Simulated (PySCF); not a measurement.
Ionising O₂

PBE0; basis O def2-TZVP; no relativity; PySCF 2.14. Neutral (UKS): triplet (π ↑↑), Re = 1.193 Å, ωe = 1714 cm⁻¹, De = 5.40 eV, HOMO -8.84 eV, LUMO -2.71 eV.

O₂⁺ (UKS): doublet (π ↑), Re = 1.098 Å, ωe = 2130 cm⁻¹, De = 6.85 eV to O⁺ + O. The energies at the minima are -150.23560 hartree for O2 and -149.78080 for O₂⁺.

**Question.** Work out the adiabatic ionisation energy, without and with harmonic zero-point energies (1 hartree = 27.2114 eV, 1 eV = 8065.5 cm⁻¹), and the change of the bond length.

**Answer.** At PBE0: 0.45480 hartree = 12.376 eV between the minima; the zero-point term (2130.0 − 1714.0)/2 cm⁻¹ = +0.026 eV makes it 12.402 eV. Re changes by -9.5 pm against the neutral. The electron leaves a π orbital, and the shorter bond of the ion fits an antibonding orbital, or a change in how ionic the bond is.

States were picked by a PBE0 search and need not be the measured ground states.
